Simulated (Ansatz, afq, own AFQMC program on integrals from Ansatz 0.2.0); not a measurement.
**CH$_{2}$Ge, triplet in cc-pVDZ, levels against AFQMC with the constraint released**

```
atom   x (Å)    y (Å)    z (Å)
  Ge  0.0000   0.0000   0.2646
   C  0.0000   0.0000  -1.2834
   H  0.0000   0.9089  -1.8864
   H  0.0000  -0.9089  -1.8864
```

Connectivity, by distances: Ge–CH2.

Basis cc-pVDZ. Noble-gas cores (and the filled d shells of Ga–Kr and In–Xe) are frozen. Ansatz 0.2.0 and our own AFQMC program on the same integrals; the CISD trial comes from CCSD amplitudes, and released means the phaseless constraint is let go. ± is one standard error of the sampling. No spin–orbit coupling.

Determinant: ROHF, the one that the program's search chose, which needn't be the lowest solution. The geometry is a point of a scan.

No full CI on the walks' own integrals is used here. The released AFQMC energy serves as the reference, which it does only where one determinant dominates, the energy is flat over the last release times and near the phaseless one (40 meV or 2 meV an electron, half that with transition metals). On small molecules, where full CI could be run and the noise was under 10 meV, such values lay within 10 meV of it in 19 cases of 20, a flattering rate, since the rule was set on those same cases; what remains of the bias isn't in the error bar.

Cautions: no relativity below Rb; no spin-orbit coupling; inner d shell frozen; lower spins were not checked; higher spins were not checked; a spin-contaminated unrestricted determinant lies lower (UHF 232 meV lower, ⟨S²⟩ 2.24); the search met a lower determinant of the same kind, perhaps of another symmetry (48 meV lower); the released value is read at 2.40 1/Eh with a noise of 19 meV, more than in the cases checked (meV from the phaseless value at times in 1/Eh: -18 ± 15 at 0.24, -3 ± 19 at 0.51, -13 ± 24 at 0.99, -9 ± 14 at 1.62, 0 ± 19 at 2.40).

- T1 diagnostic: 0.0289
- weight of the determinant in the CISD state: 0.878
- size of the correlated space: 10 electrons in 36 orbitals

Reference: AFQMC with the constraint released, correlation energy -6.241 ± 0.019 eV.

```json
{"level": "HF", "E − E(reference) (meV)": "6241.4 ± 18.9", "share of correlation (%)": "0.00"}
{"level": "MP2", "E − E(reference) (meV)": "889.5 ± 18.9", "share of correlation (%)": "85.75"}
{"level": "CCSD", "E − E(reference) (meV)": "250.9 ± 18.9", "share of correlation (%)": "95.98"}
{"level": "CCSD(T)", "E − E(reference) (meV)": "26.6 ± 18.9", "share of correlation (%)": "99.57"}
{"level": "ph-AFQMC/CISD", "E − E(reference) (meV)": "-0.1 ± 26.4", "share of correlation (%)": "100.00"}
```

A walk keeps the symmetry of its determinant, which the program's search chose and which needn't be the lowest solution, so a lower state of the same spin and another symmetry isn't excluded. Released energies are given only where the last usable release times agree within the noise; a slower fall can still hide under it.
